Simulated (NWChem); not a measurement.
System: Li anion

The following NWChem deck was run.

```
start job
memory heap 200 mb stack 900 mb global 1100 mb
charge -1
geometry units angstroms noautoz
  Li     0.000000     0.000000     0.000000
end
basis spherical
  Li library 6-31+g*
end
dft
  xc rpbe cpbe96
  iterations 150
  mulliken
end
task dft energy
```

NWChem printed, in part:

```
             Northwest Computational Chemistry Package (NWChem) 7.3.0
             --------------------------------------------------------

                             Geometry "geometry" -> ""
                             -------------------------

 Output coordinates in angstroms (scale by  1.889725989 to convert to a.u.)

  No.       Tag          Charge          X              Y              Z
 ---- ---------------- ---------- -------------- -------------- --------------
    1 Li                   3.0000     0.00000000     0.00000000     0.00000000

 Effective nuclear repulsion energy (a.u.)       0.0000000000

  pbe96 is a nonlocal functional; adding pw91lda local functional.

                                 NWChem DFT Module
                                 -----------------

 Summary of "ao basis" -> "ao basis" (spherical)
 ------------------------------------------------------------------------------
       Tag                 Description            Shells   Functions and Types
 ---------------- ------------------------------  ------  ---------------------
 Li                         6-31+g*                  8       18   4s3p1d

            General Information
            -------------------
          SCF calculation type: DFT
          Wavefunction type:  closed shell.
          No. of atoms     :     1
          No. of electrons :     4
           Alpha electrons :     2
            Beta electrons :     2
          Charge           :    -1
          Spin multiplicity:     1
          Use of symmetry is: off; symmetry adaption is: off
          Maximum number of iterations: 150
          AO basis - number of functions:    18
                     number of shells:     8
          Convergence on energy requested:  1.00D-06
          Convergence on density requested:  1.00D-05
          Convergence on gradient requested:  5.00D-04

              XC Information
              --------------
                          RPBE Exchange Functional  1.000
            Perdew 1991 LDA Correlation Functional  1.000 local
           PerdewBurkeErnz. Correlation Functional  1.000 non-local

             Grid Information
             ----------------
          Grid used for XC integration:  medium
          Radial quadrature: Mura-Knowles
          Angular quadrature: Lebedev.
          Tag              B.-S. Rad. Rad. Pts. Rad. Cut. Ang. Pts.
          ---              ---------- --------- --------- ---------
          Li                  1.45       49          19.0       434
          Grid pruning is: on
          Number of quadrature shells:    49
          Spatial weights used:  Erf1

      Superposition of Atomic Density Guess
      -------------------------------------

 Sum of atomic energies:          -7.43147179

 Renormalizing density from       3.00 to      4

      Non-variational initial energy
      ------------------------------

 Total energy =      -8.784425
 1-e energy   =     -12.964932
 2-e energy   =       4.180507
 HOMO         =       0.094549
 LUMO         =       0.098255

     ---------------------------------------------
      Total Density - Mulliken Population Analysis
     ---------------------------------------------

    Atom       Charge   Shell Charges
 -----------   ------   -------------------------------------------------------
    1 Li   3     4.00   1.99  0.17  0.00 -0.38 -0.00  2.23  0.00  0.00

   convergence    iter        energy       DeltaE   RMS-Dens  Diis-err
 ---------------- ----- ----------------- --------- --------- ---------
 d= 0,ls=0.0,diis     1     -7.4381144688 -7.44D+00  1.67D-01  2.32D-02
 d= 0,ls=0.0,diis     2     -7.4744103557 -3.63D-02  4.03D-02  2.39D-02
 d= 0,ls=0.0,diis     3     -7.5071670111 -3.28D-02  1.40D-02  2.33D-03
 d= 0,ls=0.0,diis     4     -7.5104911936 -3.32D-03  3.70D-03  1.45D-04
 d= 0,ls=0.0,diis     5     -7.5106419508 -1.51D-04  1.26D-03  1.14D-05
  Resetting Diis
 d= 0,ls=0.0,diis     6     -7.5106612483 -1.93D-05  2.19D-04  1.15D-07
 d= 0,ls=0.0,diis     7     -7.5106615053 -2.57D-07  1.74D-05  1.30D-10
 d= 0,ls=0.0,diis     8     -7.5106615051  2.14D-10  8.08D-06  2.86D-10

         Total DFT energy =       -7.510661505105
      One electron energy =      -10.234528317199
           Coulomb energy =        4.643234688644
    Exchange-Corr. energy =       -1.919367876550
 Nuclear repulsion energy =        0.000000000000

 Numeric. integr. density =        3.999999843845

                       DFT Final Molecular Orbital Analysis
                       ------------------------------------

 Vector    1  Occ=2.000000D+00  E=-1.721115D+00
              MO Center=  2.5D-17,  5.8D-19, -1.6D-17, r^2= 1.3D-01
   Bfn.  Coefficient  Atom+Function         Bfn.  Coefficient  Atom+Function
  ----- ------------  ---------------      ----- ------------  ---------------
     1      0.998203  1 Li s                  2      0.046766  1 Li s
     6     -0.030176  1 Li s

 Vector    2  Occ=2.000000D+00  E= 3.160480D-02
              MO Center=  4.5D-15,  2.0D-14,  2.9D-14, r^2= 1.2D+01
   Bfn.  Coefficient  Atom+Function         Bfn.  Coefficient  Atom+Function
  ----- ------------  ---------------      ----- ------------  ---------------
     6      0.479854  1 Li s                 10      0.467747  1 Li s
     2      0.190241  1 Li s                  1     -0.158791  1 Li s

 Vector    3  Occ=0.000000D+00  E= 5.921130D-02
              MO Center=  1.9D-15,  6.5D-15,  5.8D-15, r^2= 4.7D+01
   Bfn.  Coefficient  Atom+Function         Bfn.  Coefficient  Atom+Function
  ----- ------------  ---------------      ----- ------------  ---------------
    12      0.735414  1 Li py                13      0.650796  1 Li pz
    11      0.217427  1 Li px                 4      0.110053  1 Li py
     5      0.097390  1 Li pz                 8     -0.065602  1 Li py
     9     -0.058054  1 Li pz                 3      0.032537  1 Li px

 Vector    4  Occ=0.000000D+00  E= 5.921130D-02
              MO Center= -1.4D-15,  9.0D-16, -5.6D-16, r^2= 4.7D+01
   Bfn.  Coefficient  Atom+Function         Bfn.  Coefficient  Atom+Function
  ----- ------------  ---------------      ----- ------------  ---------------
    11      0.808058  1 Li px                12     -0.512758  1 Li py
    13      0.309461  1 Li pz                 3      0.120924  1 Li px
     4     -0.076733  1 Li py                 7     -0.072083  1 Li px
     5      0.046310  1 Li pz                 8      0.045740  1 Li py
     9     -0.027605  1 Li pz

 Vector    5  Occ=0.000000D+00  E= 5.921130D-02
              MO Center= -3.2D-15, -2.6D-15,  4.1D-15, r^2= 4.7D+01
   Bfn.  Coefficient  Atom+Function         Bfn.  Coefficient  Atom+Function
  ----- ------------  ---------------      ----- ------------  ---------------
    13      0.701671  1 Li pz                11     -0.558043  1 Li px
    12     -0.455949  1 Li py                 5      0.105003  1 Li pz
     3     -0.083510  1 Li px                 4     -0.068232  1 Li py
     9     -0.062592  1 Li pz                 7      0.049780  1 Li px
     8      0.040673  1 Li py

     ---------------------------------------------
      Total Density - Mulliken Population Analysis
     ---------------------------------------------

    Atom       Charge   Shell Charges
 -----------   ------   -------------------------------------------------------
    1 Li   3     4.00   2.00  0.32  0.00  0.88  0.00  0.80  0.00  0.00

     -------------------------------------------
      Total Density - Lowdin Population Analysis
     -------------------------------------------

    Atom       Charge   Shell Charges
 -----------   ------   -------------------------------------------------------
    1 Li   3     4.00   1.99  0.46  0.00  0.77  0.00  0.78  0.00  0.00
```

Level: RPBE/6-31+G* (spherical d). The highest occupied level is positive, so the extra electron may be held by the finite basis.
